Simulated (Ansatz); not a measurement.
**C (graphite): energy against volume**

Computed with DFT, LDA (PW92), plane waves (420 eV) with PAW, scalar-relativistic in Ansatz. (PAW data from PBE, frozen cores regenerated.)

The cell is scaled uniformly from the relaxed one, with fractional coordinates and shape fixed. Energies are extrapolated to zero smearing, pressures are those at the given smearing. Because the bonds are stretched with the cell, B₀ of this curve lies above the true bulk modulus of such a structure. Magnetic state: spin not included.

A Birch-Murnaghan fit gives V₀ = 8.55 Å³/atom, B₀ = 294 GPa, B₀′ = 3.6.

(1) What are the energy above the minimum and the pressure at 8.897 Å³/atom?

(2) What are the energy above the minimum and the pressure at 9.239 Å³/atom?

(3) What are the energy above the minimum and the pressure at 9.581 Å³/atom?

## Answers

(1) 11.9 meV/atom and -10.77 GPa as computed.

(2) 44.7 meV/atom and -19.76 GPa as computed.

(3) 95.2 meV/atom and -27.25 GPa as computed.
